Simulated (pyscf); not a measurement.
**Four-centre exchange: H₃C–Si(CH₃)(OH)–OH (SMILES C[Si](C)(O)O) + HO–SiH₃ (SMILES O[SiH3]) -> H₃C–Si(CH₃)(OH)–O–SiH₂–OH (SMILES C[Si](C)(O)O[SiH2]O) + H₂ (SMILES [H][H])**

Gas phase, singlet surface, charge 0. Bonds broken: O4–H12, Si15–H17. Bonds formed: O4–Si15, H12–H17. Structures and frequencies: ωB97X-D3(BJ)/def2-SVP in PySCF.

Transition state (Å):

```xyz
19

C     -0.0520     1.3510    -1.4000
Si    -0.8230     0.7836     0.1929
C     -2.5572     0.1558     0.0615
O      0.1852    -0.4892     0.7840
O     -0.7952     1.9569     1.3707
H     -0.6116     2.1969    -1.8299
H      0.9943     1.6638    -1.2531
H     -0.0675     0.5196    -2.1204
H     -3.2294     0.9391    -0.3226
H     -2.5809    -0.7039    -0.6256
H     -2.9302    -0.1649     1.0468
H      0.3760    -0.9627     1.7678
H      0.0204     2.4533     1.4900
O     -0.3894    -2.0101    -1.2088
Si     0.0689    -2.2908     0.4216
H      0.3435    -2.0257    -1.8322
H      0.5228    -2.0801     2.1098
H     -1.1783    -2.9460     0.8866
H      1.3340    -3.0558     0.2257
```

One imaginary mode, 1241i cm⁻¹; descent along it reached the two sides named, in the forms told below.

```tsv
bond	change	reactant side (Å)	saddle	product side
O4–H12	breaks	0.964	1.108	3.1
Si15–H17	breaks	1.484	1.761	3.7
O4–Si15	forms	2.7	1.841	1.655
H12–H17	forms	3.4	1.178	0.761
```

Electronic energies relative to the separated reactants (kcal/mol):

```csv
level,barrier,reaction energy,reverse barrier
ωB97X-D3(BJ)/def2-TZVP,26.0,-30.7,56.7
PBE/def2-TZVP,25.4,-25.0,50.5
r²SCAN/def2-TZVP,25.0,-29.3,54.3
B3LYP-D3(BJ)/def2-TZVP,27.0,-29.4,56.4
PBE0-D3(BJ)/def2-TZVP,24.7,-27.5,52.2
M06-2X/def2-TZVP,26.7,-31.8,58.4
ωB97M-D3(BJ)/def2-TZVP,26.8,-28.7,55.5
HF/def2-TZVP,47.8,-24.1,71.9
```

With ωB97M-D3(BJ)/def2-TZVP energies and thermal terms (ideal gas, 1 atm, RRHO with modes under 100 cm⁻¹ raised to 100, one conformer, R ln 2 for chiral ones without a mode under 150 cm⁻¹), in kcal/mol:

```
T (K)   ΔH‡   ΔG‡     ΔH     ΔG
-----  ----  ----  -----  -----
298    25.3  38.9  -30.6  -25.1
600    25.5  52.6  -29.7  -19.9
900    26.1  66.0  -29.0  -15.1
1200   26.9  79.1  -28.4  -10.6
```

On the reactant side the descent ends in a complex (not fully relaxed), 5.4 kcal/mol under the separated species and 31.5 kcal/mol under the saddle at ωB97X-D3(BJ)/def2-TZVP. This is the saddle that the search found; another between the same sides may lie lower.
